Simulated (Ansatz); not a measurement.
# BH₃OSi: vertical ionisation energy

An exercise on one series of results from a longer session: the logs are not shown, and one member is left open.

Method: unrestricted cation, the program's frozen cores in correlated methods; program: Ansatz 0.2.0, Gaussian basis.

Levels to be run: UKS PBE-D4/def2-TZVPP; UKS r2SCAN-D4/def2-TZVPP; UKS PBE0-D4/def2-TZVPP; UKS B3LYP-D4/def2-TZVPP; UKS wB97X-V/def2-TZVPP; UKS wB97M-V/def2-TZVPP; UKS B2PLYP/def2-TZVPP; UHF-CCSD(T)/def2-TZVPP; UHF-MP2/def2-QZVPP; extrapolation to the limit; then −ε(HOMO) from the neutral's earlier runs with LDA (SPW92), PBE-D4, revPBE-D4, BLYP-D4, r2SCAN-D4, B97M-V, PBE0-D4, B3LYP-D4, r2SCANh-D4, r2SCAN0-D4, HSE06-D4, BHLYP-D4, CAM-B3LYP-D4, LC-ωPBE, ωB97X-V, ωB97M-V.

1 further run of the same task is left out (it didn't finish).

## Structure used throughout

All runs share one geometry, relaxed beforehand with PBE0-D4 in a triple-zeta def2 set.

SMILES `B1O[SiH2]1`, 6 atoms, charge 0, spin multiplicity 1.

Atoms are counted from 1 here; the program's logs count them from 0.

Bond lengths: B1–O2 1.340 Å, B1–Si3 1.899 Å, B1–H4 1.189 Å, O2–Si3 1.753 Å, Si3–H5 1.482 Å, Si3–H6 1.482 Å. Angles: O2–B1–Si3 62.8°, O2–B1–H4 131.5°, Si3–B1–H4 165.7°, B1–O2–Si3 74.4°, B1–Si3–O2 42.8°, B1–Si3–H5 124.3°, B1–Si3–H6 124.3°, O2–Si3–H5 111.3°, O2–Si3–H6 111.3°, H5–Si3–H6 110.8°.

Set-up of the first run:

File in.yaml:

```yaml
crystal:
  periodic: [false, false, false]
  atoms:
    - {symbol: B, position_ang: [-0.945531, -0.528962, -0.398424]}
    - {symbol: O, position_ang: [0.175557, -1.131407, 0.019856]}
    - {symbol: Si, position_ang: [0.471060, 0.587370, 0.194528]}
    - {symbol: H, position_ang: [-1.968809, -0.970008, -0.814227]}
    - {symbol: H, position_ang: [1.599203, 1.028372, -0.658593]}
    - {symbol: H, position_ang: [0.710622, 0.950536, 1.610763]}
basis:
  gaussian: {orbitals: def2-TZVPP}
total_charge: 1
magnetization: {spin_polarized: true, initial_magnetization: 1}
hamiltonian: {xc: pbe, dispersion: d4}
```

Command:

```console
$ ansatz run in.yaml --threads 2 --pin off --events-out ev --progress --plain --max-ram 4352MiB
```

Steps of the session up to this table: Cation, UKS PBE-D4/def2-TZVPP; Cation, UKS r2SCAN-D4/def2-TZVPP; Cation, UKS PBE0-D4/def2-TZVPP; Cation, UKS B3LYP-D4/def2-TZVPP; Cation, UKS wB97X-V/def2-TZVPP; Cation, UKS wB97M-V/def2-TZVPP; Cation, UKS B2PLYP (frozen core)/def2-TZVPP; Cation, UHF-CCSD(T)/def2-TZVPP; Cation, UHF-MP2/def2-QZVPP.

One table of the session follows, with a row left open; its other results are not shown here.

For comparison, −ε(HOMO) of the neutral from earlier runs:

```
  functional  −ε(HOMO) (eV)
 LDA (SPW92)           6.10
      PBE-D4           5.98
   revPBE-D4           5.93
     BLYP-D4           5.85
   r2SCAN-D4           6.17
      B97M-V           6.24
     PBE0-D4           7.11
    B3LYP-D4           6.92
  r2SCANh-D4              ?
  r2SCAN0-D4           7.24
    HSE06-D4           6.71
    BHLYP-D4           8.15
CAM-B3LYP-D4           8.43
     LC-ωPBE           9.74
     ωB97X-V           9.40
     ωB97M-V           9.24
```

Q: Estimate the row for r2SCANh-D4 from the others.

Worked estimate for «−ε(HOMO) (eV)». Against the share of exact exchange, r2SCAN-D4 (0, 6.17), r2SCAN0-D4 (0.25, 7.24) give a slope of 4.28 per unit share; at 0.1 the line stands at 6.60.

**Answer.** −ε(HOMO) (eV): 6.60. In «−ε(HOMO) (eV)» the line misses by 0.00.

To keep in mind: The cation may have settled in a state other than its lowest; no search over hole states beyond the program's own was made.
